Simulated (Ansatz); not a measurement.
**HOF (hypofluorous acid) at 6 levels**

We compute a comparison of 6 runs (HF/STO-3G, BLYP/STO-3G, UPBE/STO-3G, r2SCAN0/STO-3G, BCCD(T)/STO-3G, CCSD(T)/STO-3G) of HOF (hypofluorous acid). 

The calculation is run with Ansatz 0.2.0.

## Step 1: The system as given

HOF has 3 atoms, charge 0, and is taken as a singlet. As SMILES, `OF`. The H3–O1 distance was set to 1.211 Å, away from the relaxed value.

Bond lengths: O1–F2 1.406 Å. A long bond or contact: O1–H3 1.211 Å.

## Step 2: The energy at HF/STO-3G (run 1)

File run.yaml:

```yaml
crystal:
  periodic: [false, false, false]
  atoms:
    - symbol: O
      position_ang: [0.590383, -0.061880, 0.321732]
    - symbol: F
      position_ang: [-0.062117, 1.163080, 0.094422]
    - symbol: H
      position_ang: [-0.208690, -0.804280, -0.205350]
basis:
  gaussian: {orbitals: STO-3G}
hamiltonian: {xc: hf}
accuracy: high
```

Started as:

```console
ansatz run run.yaml --threads 1 --pin off --max-ram 3480MiB --events-out events.jsonl --progress --plain --runs-dir runs
```

The program printed:

```text
Warning: RAYON_NUM_THREADS=1 ignored (pool sized by the plan → 1); use --threads N
Functional definition: HF
  name "HF"
  exchange = exact_x
  correlation = 0
168 factors; integrals over basis functions are off by at most 3.5e-8 eV
mean field evaluation 1: about -4688.8281 eV, gradient 1.0e1 eV
mean field evaluation 2: about -4688.9354 eV, gradient 1.0e1 eV
mean field evaluation 4: about -4689.5710 eV, gradient 4.3e-1 eV
mean field evaluation 8: about -4689.5713 eV, gradient 1.3e-6 eV
mean field -4689.57127830 eV, -172.3385657720 hartree, gradient 2.8e-8 eV, S^2 0.000000; 0 other end points of the search recorded, 0 dependent functions left out
reference -4689.57127830 eV, -172.3385657720 hartree; 9, 9 occupied and 2, 2 virtual orbitals, 168 factors
Total energy: -4689.57127830 eV, -172.3385657720 hartree
```

Wall time 0.06 s (1 thread of Arm Neoverse V1, shared host).

## Step 3: A single-point energy at BLYP/STO-3G (run 2)

File molecule.yaml:

```yaml
crystal:
  periodic: [false, false, false]
  atoms:
    - symbol: O
      position_ang: [0.590383, -0.061880, 0.321732]
    - symbol: F
      position_ang: [-0.062117, 1.163080, 0.094422]
    - symbol: H
      position_ang: [-0.208690, -0.804280, -0.205350]
basis:
  gaussian: {orbitals: STO-3G}
hamiltonian: {xc: {name: BLYP}}
accuracy: high
```

Started as:

```console
ansatz run molecule.yaml --threads 1 --pin off --max-ram 3480MiB --events-out events.jsonl --progress --plain --runs-dir runs
```

The program printed:

```text
Warning: RAYON_NUM_THREADS=1 ignored (pool sized by the plan → 1); use --threads N
Functional definition: BLYP
  name "BLYP"
  parameter beta = 0.0042
  parameter a = 0.04918
  parameter b = 0.132
  parameter c = 0.2533
  parameter d = 0.349
  exchange = b88_x(beta = beta)
  correlation = lyp_c(a = a, b = b, c = c, d = d)
168 factors; integrals over basis functions are off by at most 3.5e-8 eV
mean field evaluation 1: about -4707.4922 eV, gradient 6.5e0 eV
mean field evaluation 2: about -4707.5515 eV, gradient 6.0e0 eV
mean field evaluation 4: about -4707.6731 eV, gradient 4.0e-1 eV
mean field evaluation 8: about -4707.6282 eV, gradient 6.3e-4 eV
mean field evaluation 16: about -4707.6282 eV, gradient 5.0e-8 eV
mean field -4707.62818709 eV, -173.0021449304 hartree, gradient 5.0e-8 eV, S^2 0.000000; 0 other end points of the search recorded, 0 dependent functions left out
reference -4707.62820847 eV, -173.0021457162 hartree; 9, 9 occupied and 2, 2 virtual orbitals, 168 factors
Total energy: -4707.62820847 eV, -173.0021457162 hartree
```

Wall time 0.44 s (1 thread of Arm Neoverse V1, shared host).

Runs 3 to 5 aren't shown in full; the table further down has their settings and results.

## Step 4: The energy at CCSD(T)/STO-3G (run 6)

File in.yaml:

```yaml
crystal:
  periodic: [false, false, false]
  atoms:
    - {symbol: O, position_ang: [0.590383, -0.061880, 0.321732]}
    - {symbol: F, position_ang: [-0.062117, 1.163080, 0.094422]}
    - {symbol: H, position_ang: [-0.208690, -0.804280, -0.205350]}
basis:
  gaussian:
    orbitals: STO-3G
correlation:
  method: ccsd_t
  frozen_orbitals: {F: 1, H: 0, O: 1}
accuracy: high
scf:
  omitted_lower_state_checks: [cluster_reference, increment]
```

Started as:

```console
ansatz run in.yaml --threads 1 --pin off --max-ram 3480MiB --events-out events.jsonl --progress --plain --runs-dir runs
```

The program printed (excerpt; [...] marks lines left out):

```text
Warning: RAYON_NUM_THREADS=1 ignored (pool sized by the plan → 1); use --threads N
[... 2 set-up lines as earlier in the session ...]
[...]
168 factors; integrals over basis functions are off by at most 3.5e-8 eV
[...]
mean field -4689.57127830 eV, -172.3385657720 hartree, gradient 2.8e-8 eV, S^2 0.000000; 0 other end points of the search recorded, 0 dependent functions left out
2 core orbitals not correlated: weight in the atoms' cores, before any rotation towards them, 1.000 or more for the frozen orbitals, at most 0.000 for the correlated occupied ones
reference -4689.57127830 eV, -172.3385657720 hartree; 7, 7 occupied and 2, 2 virtual orbitals, 168 factors
second order -2.04608903 eV of doubles, -0.00000000 eV of singles
cycle   1  -2.59381661 eV  change   -5.5e-1 eV  update   6.6e-2
[...]
cycle  20  -2.96916596 eV  change  -4.5e-10 eV  update  6.1e-10
perturbative correction -0.01593347 eV, -0.0005855442 hartree
Total energy: -4692.55637773 eV, -172.4482661527 hartree
Checks for a lower state left out: cluster_reference, increment
```

It took 0.1 s on 1 thread of Arm Neoverse V1, shared host.

## Step 5: Overview of the runs

```csv
run,level,frozen core orbitals,energy (Eh),wall time
1,HF/STO-3G,–,-172.338566,0.06 s
2,BLYP/STO-3G,–,-173.002146,0.44 s
3,UPBE/STO-3G,–,-172.881751,0.72 s
4,r2SCAN0/STO-3G,–,-172.988170,1.2 s
5,BCCD(T)/STO-3G,2,-172.448212,0.12 s
6,CCSD(T)/STO-3G,2,-172.448266,0.1 s
```

## Step 6: Results

| quantity | value |
| --- | --- |
| run 6: total energy | -172.44827 Eh |
| run 6: correlation energy (2 core orbitals frozen) | -109.7 mEh |
| run 6: (T) correction | -0.59 mEh |
| run 6: T1 diagnostic | 0.010 |

In words: Below the HF energy at the same shape and in the same basis (STO-3G): BCCD(T) -109.6 mEh; CCSD(T) -109.7 mEh. Totals of different functionals can't be ranked against each other. In runs 1, 2, 3, 4, 5, 6 the basis is minimal, so dipoles, gaps and forces are rough. All runs together took 2.6 s, the longest 1.2 s.
